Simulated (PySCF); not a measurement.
**HSiN: breathing scan**

Method: PBE0 in PySCF with Si def2-TZVP, N def2-TZVP, H def2-TZVP; no relativity; density-fitted integrals.

Rigid scan from the singlet minimum (Si–H 1.487 Å, Si–N 1.557 Å; H–Si–N 180.0°). Coordinate: all bonds to the central atom scaled together. Energies in kJ/mol from the minimum.

(1) Predict the curve at 0.88, 0.92, 0.96, 1.00, 1.04, 1.08, 1.14, 1.22, 1.35.

Results:

(1) 
```
scale of all bonds to the centre  E (kJ/mol)  dipole size (D)
                            0.88       167.2             4.93
                            0.92        66.2             4.86
                            0.96        14.8             4.79
                            1.00         0.0             4.73
                            1.04        11.9             4.67
                            1.08        43.0             4.60
                            1.14       113.1             4.50
                            1.22       229.7             4.35
                            1.35       429.5             4.01
```

At long bonds a restricted determinant can lie too high, and another spin state can fall below this curve.
